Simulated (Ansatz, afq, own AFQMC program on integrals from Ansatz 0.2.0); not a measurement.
Where AFQMC and coupled cluster stand for GeH$_{2}$O, singlet

```xyz
4

Ge    0.0000    0.0000    0.2164
O     0.0000    0.0000   -1.1166
H     0.0000    1.2866    1.0655
H     0.0000   -1.2866    1.0655
```

Connectivity, by distances: GeH2–O.

Basis cc-pVDZ. Only valence electrons are correlated. Ansatz 0.2.0 and our own AFQMC program on the same integrals; the CISD trial comes from CCSD amplitudes, and released means the phaseless constraint is let go. Free AFQMC starts from the CCSD state and is never constrained. Its projection time is finite, and what remains of the start isn't in its error. Uncertainties: one standard error, sampling alone. No spin–orbit coupling.

Determinant: RHF, the one that the program's search chose, which needn't be the lowest solution. The geometry is a point of a scan.

No full CI on the walks' own integrals is used here; CCSDT(Q) serves as the reference and is uncertain by about the last step of the cluster series.

Cautions: no relativity below Rb; no spin-orbit coupling; inner d shell frozen.

```
T1 diagnostic                               : 0.0182
weight of the determinant in the CISD state : 0.894
size of the correlated space                : 12 electrons in 36 orbitals
```

| level | correlation energy (eV) |
| --- | --- |
| MP2 | -7.4239 |
| CCSD | -7.8475 |
| CCSD(T) | -8.0461 |

**Question.** Estimate where phaseless AFQMC with the Hartree–Fock trial lies against CCSD(T) on the same integrals.

**Answer.** 10.4 ± 8.0 kJ/mol below CCSD(T). The gap is under twice the noise, so this walk alone can't tell the two apart.

Reference: CCSDT(Q), correlation energy -8.087 eV. The released energy is read at 2.40 1/Eh (meV from the phaseless value at times in 1/Eh: -12 ± 13 at 0.24, -6 ± 14 at 0.51, -40 ± 19 at 0.99, -29 ± 16 at 1.62, 18 ± 20 at 2.40).

| level | E − E(reference) (kJ/mol) | share of correlation (%) |
| --- | --- | --- |
| CCSD(T) | 4.0 | 99.49 |
| CCSDT | 2.4 | 99.69 |
| ph-AFQMC/HF | -6.5 ± 8.0 | 100.83 |
| ph-AFQMC/CISD | 0.8 ± 1.5 | 99.90 |
| released AFQMC | 2.5 ± 1.9 | 99.68 |
| free AFQMC | -1.7 ± 2.6 | 100.22 |

Free projections are given only where their last times agree within the noise and don't stop above the reference; a slow remainder of the start can still hide under it. A walk keeps the symmetry of its determinant, which the program's search chose and which needn't be the lowest solution, so a lower state of the same spin and another symmetry isn't excluded. Released energies are given only where the last usable release times agree within the noise; a slower fall can still hide under it.
